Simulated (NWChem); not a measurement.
All runs are NWChem calculations. System: Si (-1), charge -1, spin multiplicity 4. Its SCF solution wasn't tested for a lower state. Level: UHF/def2-TZVPD.

NWChem printed:

```
             Northwest Computational Chemistry Package (NWChem) 7.3.0
             --------------------------------------------------------

                                NWChem Input Module
                                -------------------

 Scaling coordinates for geometry "geometry" by  1.889725989
 (inverse scale =  0.529177249)

                             Geometry "geometry" -> ""
                             -------------------------

 Output coordinates in angstroms (scale by  1.889725989 to convert to a.u.)

  No.       Tag          Charge          X              Y              Z
 ---- ---------------- ---------- -------------- -------------- --------------
    1 Si                  14.0000     0.00000000     0.00000000     0.00000000

 Effective nuclear repulsion energy (a.u.)       0.0000000000

            Nuclear Dipole moment (a.u.)
            ----------------------------
        X                 Y               Z
 ---------------- ---------------- ----------------
     0.0000000000     0.0000000000     0.0000000000

      Symmetry information
      --------------------

 Group name             D2h
 Group number             26
 Group order               8
 No. of unique centers     1

      Symmetry unique atoms

     1


 Summary of "ao basis" -> "" (spherical)
 ------------------------------------------------------------------------------
       Tag                 Description            Shells   Functions and Types
 ---------------- ------------------------------  ------  ---------------------
 *                         def2-tzvpd                 on all atoms

 Summary of "ao basis" -> "ao basis" (spherical)
 ------------------------------------------------------------------------------
       Tag                 Description            Shells   Functions and Types
 ---------------- ------------------------------  ------  ---------------------
 Si                        def2-tzvpd               15       43   6s5p3d1f

                                 NWChem SCF Module
                                 -----------------

  ao basis        = "ao basis"
  functions       =    43
  atoms           =     1
  alpha electrons =     9
  beta  electrons =     6
  charge          =  -1.00
  wavefunction    = UHF
  use symmetry    = T
  symmetry adapt  = T

 Summary of "ao basis" -> "ao basis" (spherical)
 ------------------------------------------------------------------------------
       Tag                 Description            Shells   Functions and Types
 ---------------- ------------------------------  ------  ---------------------
 Si                        def2-tzvpd               15       43   6s5p3d1f

      Symmetry analysis of basis
      --------------------------

        ag         12
        au          1
        b1g         3
        b1u         7
        b2g         3
        b2u         7
        b3g         3
        b3u         7

 Forming initial guess at       0.0s

   Symmetry analysis of molecular orbitals - initial alpha
   -------------------------------------------------------

  Numbering of irreducible representations:

     1 ag          2 au          3 b1g         4 b1u         5 b2g
     6 b2u         7 b3g         8 b3u

  Orbital symmetries:

     1 ag          2 ag          3 b1u         4 b2u         5 b3u
     6 ag          7 b2u         8 b3u         9 b1u        10 ag
    11 ag         12 ag         13 b1g        14 b3g        15 b2g
    16 b2u        17 b3u        18 b1u        19 ag

   Symmetry analysis of molecular orbitals - initial beta
   ------------------------------------------------------

  Numbering of irreducible representations:

     1 ag          2 au          3 b1g         4 b1u         5 b2g
     6 b2u         7 b3g         8 b3u

  Orbital symmetries:

     1 ag          2 ag          3 b1u         4 b2u         5 b3u
     6 ag          7 b1u         8 b3u         9 b2u        10 ag
    11 ag         12 ag         13 b1g        14 b3g        15 b2g
    16 b3u        17 b2u        18 b1u        19 ag

 Starting SCF solution at       0.1s

 ----------------------------------------------
         Quadratically convergent UHF

 Convergence threshold     :          1.000E-07
[...]
   13    0.3153
   14    0.3153
   15    0.3153
   16    0.5014
   17    0.5014
   18    0.5014
   19    0.6574

          Final beta eigenvalues
          ----------------------

              1
    1  -68.5197
    2   -5.8657
    3   -3.9610
    4   -3.9610
    5   -3.9610
    6   -0.1802
    7    0.2598
    8    0.2845
    9    0.2845
   10    0.2845
   11    0.3463
   12    0.3463
   13    0.3463
   14    0.3463
   15    0.3463
   16    0.5843
   17    0.5843
   18    0.5843
   19    0.7496

                    UHF Final Alpha Molecular Orbital Analysis
                    ------------------------------------------

 Vector    7  Occ=1.000000D+00  E=-5.076707D-02  Symmetry=b2u
              MO Center=  1.1D-37, -2.8D-22,  7.1D-38, r^2= 3.1D+00
   Bfn.  Coefficient  Atom+Function         Bfn.  Coefficient  Atom+Function
  ----- ------------  ---------------      ----- ------------  ---------------
    20      0.597652  1 Si py                17      0.401625  1 Si py
    14      0.151825  1 Si py

 Vector    8  Occ=1.000000D+00  E=-5.076707D-02  Symmetry=b3u
              MO Center=  9.8D-20, -2.4D-35, -2.9D-35, r^2= 3.1D+00
   Bfn.  Coefficient  Atom+Function         Bfn.  Coefficient  Atom+Function
  ----- ------------  ---------------      ----- ------------  ---------------
    19      0.597652  1 Si px                16      0.401625  1 Si px
    13      0.151825  1 Si px

 Vector    9  Occ=1.000000D+00  E=-5.076707D-02  Symmetry=b1u
              MO Center=  7.6D-32, -6.3D-32, -3.3D-18, r^2= 3.1D+00
   Bfn.  Coefficient  Atom+Function         Bfn.  Coefficient  Atom+Function
  ----- ------------  ---------------      ----- ------------  ---------------
    21      0.597652  1 Si pz                18      0.401625  1 Si pz
    15      0.151825  1 Si pz

 Vector   10  Occ=0.000000D+00  E= 2.374978D-01  Symmetry=ag
              MO Center=  3.3D-26,  1.4D-23,  6.7D-25, r^2= 1.1D+01
   Bfn.  Coefficient  Atom+Function         Bfn.  Coefficient  Atom+Function
  ----- ------------  ---------------      ----- ------------  ---------------
     6      2.177250  1 Si s                  5     -1.898521  1 Si s

 Vector   11  Occ=0.000000D+00  E= 3.152886D-01  Symmetry=ag
              MO Center= -6.2D-20,  4.7D-20, -6.0D-22, r^2= 9.4D+00
   Bfn.  Coefficient  Atom+Function         Bfn.  Coefficient  Atom+Function
  ----- ------------  ---------------      ----- ------------  ---------------
    36      1.060776  1 Si d  2

 Vector   12  Occ=0.000000D+00  E= 3.152886D-01  Symmetry=ag
              MO Center=  1.3D-17,  2.2D-17, -6.5D-16, r^2= 9.4D+00
   Bfn.  Coefficient  Atom+Function         Bfn.  Coefficient  Atom+Function
  ----- ------------  ---------------      ----- ------------  ---------------
    34      1.060776  1 Si d  0

                     UHF Final Beta Molecular Orbital Analysis
                     -----------------------------------------

 Vector    4  Occ=1.000000D+00  E=-3.960986D+00  Symmetry=b3u
              MO Center= -2.3D-18,  9.6D-35,  6.2D-35, r^2= 1.0D-01
   Bfn.  Coefficient  Atom+Function         Bfn.  Coefficient  Atom+Function
  ----- ------------  ---------------      ----- ------------  ---------------
     7      0.712975  1 Si px                10      0.354063  1 Si px

 Vector    5  Occ=1.000000D+00  E=-3.960986D+00  Symmetry=b1u
              MO Center=  5.3D-28, -2.9D-28,  6.5D-21, r^2= 1.0D-01
   Bfn.  Coefficient  Atom+Function         Bfn.  Coefficient  Atom+Function
  ----- ------------  ---------------      ----- ------------  ---------------
     9      0.712975  1 Si pz                12      0.354063  1 Si pz

 Vector    6  Occ=1.000000D+00  E=-1.801928D-01  Symmetry=ag
              MO Center=  1.8D-20, -1.1D-21,  3.5D-20, r^2= 1.8D+00
   Bfn.  Coefficient  Atom+Function         Bfn.  Coefficient  Atom+Function
  ----- ------------  ---------------      ----- ------------  ---------------
     4      0.652545  1 Si s                  5      0.405292  1 Si s
     3     -0.391448  1 Si s

 Vector    7  Occ=0.000000D+00  E= 2.598100D-01  Symmetry=ag
              MO Center= -6.3D-18, -6.5D-18,  2.6D-17, r^2= 1.1D+01
   Bfn.  Coefficient  Atom+Function         Bfn.  Coefficient  Atom+Function
  ----- ------------  ---------------      ----- ------------  ---------------
     6     -2.245844  1 Si s                  5      2.060431  1 Si s
     4     -0.204273  1 Si s

 Vector    8  Occ=0.000000D+00  E= 2.844694D-01  Symmetry=b2u
              MO Center= -6.2D-35,  1.8D-19, -4.3D-35, r^2= 4.5D+00
   Bfn.  Coefficient  Atom+Function         Bfn.  Coefficient  Atom+Function
  ----- ------------  ---------------      ----- ------------  ---------------
    20      0.935672  1 Si py                14      0.176439  1 Si py

 Vector    9  Occ=0.000000D+00  E= 2.844694D-01  Symmetry=b3u
              MO Center=  1.6D-19, -5.9D-35, -4.1D-35, r^2= 4.5D+00
   Bfn.  Coefficient  Atom+Function         Bfn.  Coefficient  Atom+Function
  ----- ------------  ---------------      ----- ------------  ---------------
    19      0.935672  1 Si px                13      0.176439  1 Si px

 center of mass
 --------------
 x =   0.00000000 y =   0.00000000 z =   0.00000000

 moments of inertia (a.u.)
 ------------------
           0.000000000000           0.000000000000           0.000000000000
           0.000000000000           0.000000000000           0.000000000000
           0.000000000000           0.000000000000           0.000000000000

  Mulliken analysis of the total density
  --------------------------------------

    Atom       Charge   Shell Charges
 -----------   ------   -------------------------------------------------------
    1 Si  14    15.00   2.00  0.59  1.38  1.02  0.87  0.14  4.10  1.74  0.43  1.08  1.65  0.00  0.00  0.00  0.00

  Mulliken analysis of the alpha density
  --------------------------------------

    Atom       Charge   Shell Charges
 -----------   ------   -------------------------------------------------------
    1 Si  14     9.00   1.00  0.30  0.69  0.48  0.49  0.05  2.08  0.85  0.34  1.08  1.65  0.00  0.00  0.00  0.00

   Mulliken analysis of the beta density
   -------------------------------------

    Atom       Charge   Shell Charges
 -----------   ------   -------------------------------------------------------
    1 Si  14     6.00   1.00  0.30  0.69  0.54  0.38  0.10  2.03  0.89  0.09 -0.00  0.00  0.00  0.00  0.00  0.00

   Mulliken analysis of the spin density
   -------------------------------------

    Atom       Charge   Shell Charges
 -----------   ------   -------------------------------------------------------
    1 Si  14     3.00   0.00  0.00 -0.00 -0.06  0.11 -0.05  0.05 -0.04  0.25  1.09  1.65 -0.00 -0.00 -0.00 -0.00

       Multipole analysis of the density wrt the origin
       ------------------------------------------------

     L   x y z        total         alpha         beta         nuclear
     -   - - -        -----         -----         ----         -------
     0   0 0 0     -1.000000     -9.000000     -6.000000     14.000000

     1   1 0 0     -0.000000     -0.000000     -0.000000      0.000000
     1   0 1 0      0.000000     -0.000000      0.000000      0.000000
     1   0 0 1      0.000000      0.000000     -0.000000      0.000000

     2   2 0 0    -16.250475    -13.618753     -2.631722      0.000000
     2   1 1 0      0.000000      0.000000      0.000000      0.000000
     2   1 0 1      0.000000      0.000000      0.000000      0.000000
     2   0 2 0    -16.250475    -13.618753     -2.631722      0.000000
     2   0 1 1      0.000000      0.000000      0.000000      0.000000
     2   0 0 2    -16.250475    -13.618753     -2.631722      0.000000

 Task  times  cpu:        0.3s     wall:        0.3s

 Total times  cpu:        0.3s     wall:        0.3s
```

### Question
Write an NWChem input that would produce this output.

### Answer
This is not unique; one that fits is 
```
start mol
memory heap 200 mb stack 900 mb global 1100 mb
charge -1
geometry units angstroms nocenter noautoz
  Si     0.000000     0.000000     0.000000
  symmetry group D2h
end
basis spherical
  * library def2-tzvpd
end
scf
  uhf
  nopen 3
  maxiter 100
  thresh 1e-7
  semidirect memsize 60000000 filesize 0
  # guess.movecs holds the orbitals of an unrestricted PBE0 run
  vectors input guess.movecs output mol.movecs
end
task scf energy
```
